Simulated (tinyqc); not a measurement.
Inside a calculation (part 1 of 2). Method: UHF in the sto-6g basis, for H2O, spin multiplicity 1. Computed by tinyqc, a small Python program that keeps every step (integrals from PySCF). Settings: charge = 0, multiplicity = 1, basis = sto-6g, energy threshold = 1e-10, iteration cap = 60, orthogonalisation = canonical, start = core, DIIS depth = 3, DIIS from iteration = 2, damping = 0.7, method = UHF, break = 0.4. Command: `OMP_NUM_THREADS=1 python tinyqc.py 25405 25406 out.jsonl` (the two numbers bound the seeds that draw the settings). One thread of a shared host (Intel(R) Xeon(R) Processor @ 2.60GHz), about 0.2 s of CPU time with the checks. Later iterations appear only in the table of the cycle.

## One-electron integrals

Geometry (angstrom):
```
atom         x          y         z
O     0.000000   0.000000  0.000000
H     0.000000   0.751000  0.712000
H     0.000000  -0.751000  0.712000
```

Basis sto-6g: exponents (1/bohr^2) and contraction coefficients of normalised primitives:
```
element  l (shell)     exponent  coefficient
O            s (1)  1355.584234     0.009164
O            s (1)   248.544885     0.049361
O            s (1)    69.533902     0.168538
O            s (1)    23.886772     0.370563
O            s (1)     9.275933     0.416492
O            s (1)     3.820341     0.130334
O            s (2)    52.187762    -0.013253
O            s (2)    10.329320    -0.046992
O            s (2)     3.210345    -0.033785
O            s (2)     1.235135     0.250242
O            s (2)     0.536420     0.595117
O            s (2)     0.245881     0.240706
O            p (3)    52.187762     0.003760
O            p (3)    10.329320     0.037679
O            p (3)     3.210345     0.173897
O            p (3)     1.235135     0.418036
O            p (3)     0.536420     0.425860
O            p (3)     0.245881     0.101708
H            s (1)    35.523221     0.009164
H            s (1)     6.513144     0.049361
H            s (1)     1.822143     0.168538
H            s (1)     0.625955     0.370563
H            s (1)     0.243077     0.416492
H            s (1)     0.100112     0.130334
```

Overlap, kinetic and nuclear-attraction integrals over the contracted functions; the nuclear repulsion is the sum of Za Zb / Rab.

nuclear repulsion = 8.53390166 hartree

overlap S:
```
           1O 1s     1O 2s    1O 2px     1O 2py    1O 2pz     2H 1s      3H 1s
1O 1s   1.000000  0.231145  0.000000   0.000000  0.000000  0.046374   0.046374
1O 2s   0.231145  1.000000  0.000000   0.000000  0.000000  0.427394   0.427394
1O 2px  0.000000  0.000000  1.000000   0.000000  0.000000  0.000000   0.000000
1O 2py  0.000000  0.000000  0.000000   1.000000  0.000000  0.264642  -0.264642
1O 2pz  0.000000  0.000000  0.000000   0.000000  1.000000  0.250899   0.250899
2H 1s   0.046374  0.427394  0.000000   0.264642  0.250899  1.000000   0.256108
3H 1s   0.046374  0.427394  0.000000  -0.264642  0.250899  0.256108   1.000000
```

kinetic energy T (hartree):
```
            1O 1s      1O 2s    1O 2px     1O 2py    1O 2pz      2H 1s      3H 1s
1O 1s   29.327197  -0.896024  0.000000   0.000000  0.000000  -0.004717  -0.004717
1O 2s   -0.896024   0.842618  0.000000   0.000000  0.000000   0.093574   0.093574
1O 2px   0.000000   0.000000  2.531309   0.000000  0.000000   0.000000   0.000000
1O 2py   0.000000   0.000000  0.000000   2.531309  0.000000   0.164216  -0.164216
1O 2pz   0.000000   0.000000  0.000000   0.000000  2.531309   0.155689   0.155689
2H 1s   -0.004717   0.093574  0.000000   0.164216  0.155689   0.768522   0.008906
3H 1s   -0.004717   0.093574  0.000000  -0.164216  0.155689   0.008906   0.768522
```

nuclear attraction V (hartree):
```
             1O 1s       1O 2s     1O 2px      1O 2py      1O 2pz      2H 1s      3H 1s
1O 1s   -62.281014   -6.387673   0.000000    0.000000   -0.019334  -1.466820  -1.466820
1O 2s    -6.387673  -10.014510   0.000000    0.000000   -0.220350  -3.369716  -3.369716
1O 2px    0.000000    0.000000  -9.944171    0.000000    0.000000   0.000000   0.000000
1O 2py    0.000000    0.000000   0.000000  -10.054655    0.000000  -1.849397   1.849397
1O 2pz   -0.019334   -0.220350   0.000000    0.000000  -10.043478  -1.826746  -1.826746
2H 1s    -1.466820   -3.369716   0.000000   -1.849397   -1.826746  -5.571608  -1.538479
3H 1s    -1.466820   -3.369716   0.000000    1.849397   -1.826746  -1.538479  -5.571608
```

core Hamiltonian H = T + V (hartree):
```
             1O 1s      1O 2s     1O 2px     1O 2py     1O 2pz      2H 1s      3H 1s
1O 1s   -32.953816  -7.283697   0.000000   0.000000  -0.019334  -1.471537  -1.471537
1O 2s    -7.283697  -9.171892   0.000000   0.000000  -0.220350  -3.276142  -3.276142
1O 2px    0.000000   0.000000  -7.412862   0.000000   0.000000   0.000000   0.000000
1O 2py    0.000000   0.000000   0.000000  -7.523346   0.000000  -1.685181   1.685181
1O 2pz   -0.019334  -0.220350   0.000000   0.000000  -7.512169  -1.671057  -1.671057
2H 1s    -1.471537  -3.276142   0.000000  -1.685181  -1.671057  -4.803086  -1.529573
3H 1s    -1.471537  -3.276142   0.000000   1.685181  -1.671057  -1.529573  -4.803086
```

## Two-electron integrals

Functions are numbered as in S; the eight-fold symmetry (ij|kl) = (ji|kl) = (kl|ij) leaves the list below.

Two-electron integrals (ij|kl) in chemists' order, unique and non-zero (hartree):
```
(11|11) 4.787491    (21|11) 0.675884    (21|21) 0.121505    (22|11) 1.117379
(22|21) 0.249212    (22|22) 0.817383    (31|31) 0.025762    (32|31) 0.039145
(32|32) 0.180664    (33|11) 1.117381    (33|21) 0.249212    (33|22) 0.817382
(33|33) 0.880663    (41|41) 0.025762    (42|41) 0.039145    (42|42) 0.180664
(43|43) 0.047461    (44|11) 1.117381    (44|21) 0.249212    (44|22) 0.817382
(44|33) 0.785741    (44|44) 0.880663    (51|51) 0.025762    (52|51) 0.039145
(52|52) 0.180664    (53|53) 0.047461    (54|54) 0.047461    (55|11) 1.117381
(55|21) 0.249212    (55|22) 0.817382    (55|33) 0.785741    (55|44) 0.785741
(55|55) 0.880663    (61|11) 0.144568    (61|21) 0.024911    (61|22) 0.049979
(61|33) 0.049872    (61|41) 0.000885    (61|42) 0.001728    (61|44) 0.050041
(61|51) 0.000839    (61|52) 0.001639    (61|54) 0.000161    (61|55) 0.050024
(61|61) 0.005206    (62|11) 0.352610    (62|21) 0.079750    (62|22) 0.289759
(62|33) 0.284937    (62|41) 0.004635    (62|42) 0.034262    (62|44) 0.292555
(62|51) 0.004394    (62|52) 0.032482    (62|54) 0.007222    (62|55) 0.291784
(62|61) 0.016439    (62|62) 0.127994    (63|31) 0.008844    (63|32) 0.049840
(63|43) 0.007061    (63|53) 0.006694    (63|63) 0.018063    (64|11) 0.185166
(64|21) 0.042472    (64|22) 0.164593    (64|33) 0.157188    (64|41) 0.011004
(64|42) 0.068200    (64|44) 0.175572    (64|51) 0.002048    (64|52) 0.017406
(64|54) 0.010735    (64|55) 0.161019    (64|61) 0.009154    (64|62) 0.088400
(64|64) 0.078453    (65|11) 0.175550    (65|21) 0.040267    (65|22) 0.156046
(65|33) 0.149025    (65|41) 0.002048    (65|42) 0.017406    (65|44) 0.153066
(65|51) 0.010786    (65|52) 0.066342    (65|54) 0.010892    (65|55) 0.166046
(65|61) 0.008678    (65|62) 0.083809    (65|64) 0.057254    (65|65) 0.072343
(66|11) 0.497120    (66|21) 0.114526    (66|22) 0.476029    (66|33) 0.457067
(66|41) 0.008608    (66|42) 0.087062    (66|44) 0.487025    (66|51) 0.008161
(66|52) 0.082541    (66|54) 0.028402    (66|55) 0.483994    (66|61) 0.023851
(66|62) 0.266881    (66|64) 0.210421    (66|65) 0.199493    (66|66) 0.774999
(71|11) 0.144568    (71|21) 0.024911    (71|22) 0.049979    (71|33) 0.049872
(71|41) -0.000885   (71|42) -0.001728   (71|44) 0.050041    (71|51) 0.000839
(71|52) 0.001639    (71|54) -0.000161   (71|55) 0.050024    (71|61) 0.005140
(71|62) 0.015966    (71|64) 0.008091    (71|65) 0.008429    (71|66) 0.022908
(71|71) 0.005206    (72|11) 0.352610    (72|21) 0.079750    (72|22) 0.289759
(72|33) 0.284937    (72|41) -0.004635   (72|42) -0.034262   (72|44) 0.292555
(72|51) 0.004394    (72|52) 0.032482    (72|54) -0.007222   (72|55) 0.291784
(72|61) 0.015966    (72|62) 0.106125    (72|64) 0.050254    (72|65) 0.067740
(72|66) 0.183952    (72|71) 0.016439    (72|72) 0.127994    (73|31) 0.008844
(73|32) 0.049840    (73|43) -0.007061   (73|53) 0.006694    (73|63) 0.014582
(73|73) 0.018063    (74|11) -0.185166   (74|21) -0.042472   (74|22) -0.164593
(74|33) -0.157188   (74|41) 0.011004    (74|42) 0.068200    (74|44) -0.175572
(74|51) -0.002048   (74|52) -0.017406   (74|54) 0.010735    (74|55) -0.161019
(74|61) -0.008091   (74|62) -0.050254   (74|64) -0.009634   (74|65) -0.031348
(74|66) -0.076696   (74|71) -0.009154   (74|72) -0.088400   (74|74) 0.078453
(75|11) 0.175550    (75|21) 0.040267    (75|22) 0.156046    (75|33) 0.149025
(75|41) -0.002048   (75|42) -0.017406   (75|44) 0.153066    (75|51) 0.010786
(75|52) 0.066342    (75|54) -0.010892   (75|55) 0.166046    (75|61) 0.008429
(75|62) 0.067740    (75|64) 0.031348    (75|65) 0.057134    (75|66) 0.128915
(75|71) 0.008678    (75|72) 0.083809    (75|74) -0.057254   (75|75) 0.072343
(76|11) 0.150311    (76|21) 0.034394    (76|22) 0.136542    (76|33) 0.133047
(76|44) 0.135230    (76|51) 0.002906    (76|52) 0.025916    (76|55) 0.141347
(76|61) 0.007039    (76|62) 0.061711    (76|64) 0.036659    (76|65) 0.045426
(76|66) 0.137081    (76|71) 0.007039    (76|72) 0.061711    (76|74) -0.036659
(76|75) 0.045426    (76|76) 0.037174    (77|11) 0.497120    (77|21) 0.114526
(77|22) 0.476029    (77|33) 0.457067    (77|41) -0.008608   (77|42) -0.087062
(77|44) 0.487025    (77|51) 0.008161    (77|52) 0.082541    (77|54) -0.028402
(77|55) 0.483994    (77|61) 0.022908    (77|62) 0.183952    (77|64) 0.076696
(77|65) 0.128915    (77|66) 0.345396    (77|71) 0.023851    (77|72) 0.266881
(77|74) -0.210421   (77|75) 0.199493    (77|76) 0.137081    (77|77) 0.774999
```

## Orthogonalisation

S = U s U^T; canonical form X = U s^(-1/2), so that X^T S X = 1. Each column of U has its largest component positive (the first on a tie).

eigenvalues of S: 0.393609  0.476384  0.879739  1.000000  1.105097  1.267507  1.877664

X:
```
                1          2          3         4          5          6         7
1O 1s   -0.308847   0.000000   0.746751  0.000000   0.623957   0.000000  0.148920
1O 2s    1.085802   0.000000  -0.325895  0.000000   0.334882   0.000000  0.411910
1O 2px   0.000000   0.000000   0.000000  1.000000   0.000000   0.000000  0.000000
1O 2py   0.000000   0.842495   0.000000  0.000000   0.000000   0.722618  0.000000
1O 2pz   0.568304   0.000000   0.651256  0.000000  -0.609009   0.000000  0.218785
2H 1s   -0.686759  -0.833471  -0.156080  0.000000  -0.127551   0.365221  0.382664
3H 1s   -0.686759   0.833471  -0.156080  0.000000  -0.127551  -0.365221  0.382664
```

## Starting guess

The start is the orbitals of the core Hamiltonian, with HOMO and LUMO mixed by +/-0.4 rad for the two spins; D(s) = C_occ C_occ^T for each spin.

D(alpha) at the start:
```
            1O 1s      1O 2s     1O 2px     1O 2py     1O 2pz      2H 1s      3H 1s
1O 1s    1.062931  -0.289429   0.015537   0.000000  -0.026943   0.043861   0.043861
1O 2s   -0.289429   1.340529  -0.185315   0.000000   0.175742  -0.232958  -0.232958
1O 2px   0.015537  -0.185315   0.848353   0.000000  -0.094316   0.283916   0.283916
1O 2py   0.000000   0.000000   0.000000   1.133459   0.000000  -0.156410   0.156410
1O 2pz  -0.026943   0.175742  -0.094316   0.000000   1.107202  -0.153954  -0.153954
2H 1s    0.043861  -0.232958   0.283916  -0.156410  -0.153954   0.148729   0.105561
3H 1s    0.043861  -0.232958   0.283916   0.156410  -0.153954   0.105561   0.148729
```

D(beta) at the start:
```
            1O 1s      1O 2s     1O 2px     1O 2py     1O 2pz      2H 1s      3H 1s
1O 1s    1.062931  -0.289429  -0.015537   0.000000  -0.026943   0.043861   0.043861
1O 2s   -0.289429   1.340529   0.185315   0.000000   0.175742  -0.232958  -0.232958
1O 2px  -0.015537   0.185315   0.848353   0.000000   0.094316  -0.283916  -0.283916
1O 2py   0.000000   0.000000   0.000000   1.133459   0.000000  -0.156410   0.156410
1O 2pz  -0.026943   0.175742   0.094316   0.000000   1.107202  -0.153954  -0.153954
2H 1s    0.043861  -0.232958  -0.283916  -0.156410  -0.153954   0.148729   0.105561
3H 1s    0.043861  -0.232958  -0.283916   0.156410  -0.153954   0.105561   0.148729
```

## Iteration 1: building the Fock matrix

J_ij = sum D_kl (ij|kl) with D = D(alpha) + D(beta), K_ij = sum D_kl (ik|jl) for each spin; F = H + J - K(s); E = tr D H + tr D J / 2 - 0.5 sum_s tr D(s) K(s) + E_nn.

Coulomb J (hartree):
```
            1O 1s     1O 2s    1O 2px     1O 2py    1O 2pz     2H 1s      3H 1s
1O 1s   18.598918  3.343995  0.000000   0.000000  0.007082  0.689556   0.689556
1O 2s    3.343995  8.748368  0.000000   0.000000  0.019379  3.016887   3.016887
1O 2px   0.000000  0.000000  8.728048   0.000000  0.000000  0.000000   0.000000
1O 2py   0.000000  0.000000  0.000000   8.758801  0.000000  1.684072  -1.684072
1O 2pz   0.007082  0.019379  0.000000   0.000000  8.758249  1.601437   1.601437
2H 1s    0.689556  3.016887  0.000000   1.684072  1.601437  4.806320   1.391890
3H 1s    0.689556  3.016887  0.000000  -1.684072  1.601437  1.391890   4.806320
```

exchange K(alpha) (hartree):
```
            1O 1s     1O 2s     1O 2px     1O 2py    1O 2pz     2H 1s      3H 1s
1O 1s    4.943705  0.791931  -0.002335   0.000000  0.000772  0.174835   0.174835
1O 2s    0.791931  1.401716   0.009624   0.000000  0.004965  0.428302   0.428302
1O 2px  -0.002335  0.009624   1.055388   0.000000  0.009839  0.100998   0.100998
1O 2py   0.000000  0.000000   0.000000   1.181145  0.000000  0.182060  -0.182060
1O 2pz   0.000772  0.004965   0.009839   0.000000  1.180627  0.176476   0.176476
2H 1s    0.174835  0.428302   0.100998   0.182060  0.176476  0.250511   0.154723
3H 1s    0.174835  0.428302   0.100998  -0.182060  0.176476  0.154723   0.250511
```

exchange K(beta) (hartree):
```
           1O 1s      1O 2s     1O 2px     1O 2py     1O 2pz      2H 1s      3H 1s
1O 1s   4.943705   0.791931   0.002335   0.000000   0.000772   0.174835   0.174835
1O 2s   0.791931   1.401716  -0.009624   0.000000   0.004965   0.428302   0.428302
1O 2px  0.002335  -0.009624   1.055388   0.000000  -0.009839  -0.100998  -0.100998
1O 2py  0.000000   0.000000   0.000000   1.181145   0.000000   0.182060  -0.182060
1O 2pz  0.000772   0.004965  -0.009839   0.000000   1.180627   0.176476   0.176476
2H 1s   0.174835   0.428302  -0.100998   0.182060   0.176476   0.250511   0.154723
3H 1s   0.174835   0.428302  -0.100998  -0.182060   0.176476   0.154723   0.250511
```

F(alpha) (hartree):
```
             1O 1s      1O 2s     1O 2px     1O 2py     1O 2pz      2H 1s      3H 1s
1O 1s   -19.298603  -4.731633   0.002335   0.000000  -0.013025  -0.956816  -0.956816
1O 2s    -4.731633  -1.825241  -0.009624   0.000000  -0.205936  -0.687557  -0.687557
1O 2px    0.002335  -0.009624   0.259798   0.000000  -0.009839  -0.100998  -0.100998
1O 2py    0.000000   0.000000   0.000000   0.054310   0.000000  -0.183169   0.183169
1O 2pz   -0.013025  -0.205936  -0.009839   0.000000   0.065454  -0.246095  -0.246095
2H 1s    -0.956816  -0.687557  -0.100998  -0.183169  -0.246095  -0.247277  -0.292406
3H 1s    -0.956816  -0.687557  -0.100998   0.183169  -0.246095  -0.292406  -0.247277
```

F(beta) (hartree):
```
             1O 1s      1O 2s     1O 2px     1O 2py     1O 2pz      2H 1s      3H 1s
1O 1s   -19.298603  -4.731633  -0.002335   0.000000  -0.013025  -0.956816  -0.956816
1O 2s    -4.731633  -1.825241   0.009624   0.000000  -0.205936  -0.687557  -0.687557
1O 2px   -0.002335   0.009624   0.259798   0.000000   0.009839   0.100998   0.100998
1O 2py    0.000000   0.000000   0.000000   0.054310   0.000000  -0.183169   0.183169
1O 2pz   -0.013025  -0.205936   0.009839   0.000000   0.065454  -0.246095  -0.246095
2H 1s    -0.956816  -0.687557   0.100998  -0.183169  -0.246095  -0.247277  -0.292406
3H 1s    -0.956816  -0.687557   0.100998   0.183169  -0.246095  -0.292406  -0.247277
```

total energy of this density = -74.10003521 hartree

This density is the starting one.

## Iteration 1: diagonalisation and new density

Diagonalise F' = X^T F X, C = X C', fill 5 alpha and 5 beta electrons from the bottom; D(s) = C_occ C_occ^T; the new density keeps 0.7 of the old one (damping). Each column has its largest component positive (the first on a tie).

F' = X^T F X (alpha) (hartree):
```
          1         2          3          4          5          6          7
1  0.066460  0.000000   1.660326   0.121959   1.392884   0.000000   0.308991
2  0.000000  0.615729   0.000000   0.000000   0.000000   0.113507   0.000000
3  1.660326  0.000000  -8.170005   0.030000  -8.769054   0.000000  -3.445359
4  0.121959  0.000000   0.030000   0.259798   0.029990   0.000000  -0.083065
5  1.392884  0.000000  -8.769054   0.029990  -9.249205   0.000000  -3.813216
6  0.000000  0.113507   0.000000   0.000000   0.000000  -0.152965   0.000000
7  0.308991  0.000000  -3.445359  -0.083065  -3.813216   0.000000  -2.245072
```

orbital energies (alpha) (hartree): MO1 -19.303249, MO2 -0.812437, MO3 -0.169376, MO4 -0.024491, MO5 0.231092, MO6 0.571060, MO7 0.632139

coefficients C (alpha):
```
              MO1        MO2        MO3        MO4        MO5        MO6        MO7
1O 1s    0.995892  -0.213579   0.000000  -0.138578   0.005667  -0.088708   0.000000
1O 2s    0.018819   0.795027   0.000000   0.729755  -0.083520   0.628528   0.000000
1O 2px  -0.000149   0.043600   0.000000  -0.279433   0.878089   0.385973   0.000000
1O 2py   0.000000   0.000000   0.594632   0.000000   0.000000   0.000000   0.937223
1O 2pz   0.002743   0.201270   0.000000  -0.533531  -0.513633   0.759520   0.000000
2H 1s   -0.003946   0.181289   0.480722  -0.403660   0.153850  -0.662727  -0.772636
3H 1s   -0.003946   0.181289  -0.480722  -0.403660   0.153850  -0.662727   0.772636
```

F' = X^T F X (beta) (hartree):
```
           1         2          3          4          5          6          7
1   0.066460  0.000000   1.660326  -0.121959   1.392884   0.000000   0.308991
2   0.000000  0.615729   0.000000   0.000000   0.000000   0.113507   0.000000
3   1.660326  0.000000  -8.170005  -0.030000  -8.769054   0.000000  -3.445359
4  -0.121959  0.000000  -0.030000   0.259798  -0.029990   0.000000   0.083065
5   1.392884  0.000000  -8.769054  -0.029990  -9.249205   0.000000  -3.813216
6   0.000000  0.113507   0.000000   0.000000   0.000000  -0.152965   0.000000
7   0.308991  0.000000  -3.445359   0.083065  -3.813216   0.000000  -2.245072
```

orbital energies (beta) (hartree): MO1 -19.303249, MO2 -0.812437, MO3 -0.169376, MO4 -0.024491, MO5 0.231092, MO6 0.571060, MO7 0.632139

coefficients C (beta):
```
              MO1        MO2        MO3        MO4        MO5        MO6        MO7
1O 1s    0.995892  -0.213579   0.000000  -0.138578  -0.005667  -0.088708   0.000000
1O 2s    0.018819   0.795027   0.000000   0.729755   0.083520   0.628528   0.000000
1O 2px   0.000149  -0.043600   0.000000   0.279433   0.878089  -0.385973   0.000000
1O 2py   0.000000   0.000000   0.594632   0.000000   0.000000   0.000000   0.937223
1O 2pz   0.002743   0.201270   0.000000  -0.533531   0.513633   0.759520   0.000000
2H 1s   -0.003946   0.181289   0.480722  -0.403660  -0.153850  -0.662727  -0.772636
3H 1s   -0.003946   0.181289  -0.480722  -0.403660  -0.153850  -0.662727   0.772636
```

D(alpha) after iteration 1:
```
            1O 1s      1O 2s     1O 2px     1O 2py     1O 2pz      2H 1s      3H 1s
1O 1s    1.061048  -0.278399   0.021148   0.000000  -0.009629   0.034951   0.034951
1O 2s   -0.278399   1.289953  -0.202499   0.000000   0.067105  -0.212081  -0.212081
1O 2px   0.021148  -0.202499   0.849155   0.000000  -0.153967   0.275480   0.275480
1O 2py   0.000000   0.000000   0.000000   0.899498   0.000000  -0.023731   0.023731
1O 2pz  -0.009629   0.067105  -0.153967   0.000000   0.951739  -0.055922  -0.055922
2H 1s    0.034951  -0.212081   0.275480  -0.023731  -0.055922   0.239286   0.070413
3H 1s    0.034951  -0.212081   0.275480   0.023731  -0.055922   0.070413   0.239286
```

D(beta) after iteration 1:
```
            1O 1s      1O 2s     1O 2px     1O 2py     1O 2pz      2H 1s      3H 1s
1O 1s    1.061048  -0.278399  -0.021148   0.000000  -0.009629   0.034951   0.034951
1O 2s   -0.278399   1.289953   0.202499   0.000000   0.067105  -0.212081  -0.212081
1O 2px  -0.021148   0.202499   0.849155   0.000000   0.153967  -0.275480  -0.275480
1O 2py   0.000000   0.000000   0.000000   0.899498   0.000000  -0.023731   0.023731
1O 2pz  -0.009629   0.067105   0.153967   0.000000   0.951739  -0.055922  -0.055922
2H 1s    0.034951  -0.212081  -0.275480  -0.023731  -0.055922   0.239286   0.070413
3H 1s    0.034951  -0.212081  -0.275480   0.023731  -0.055922   0.070413   0.239286
```
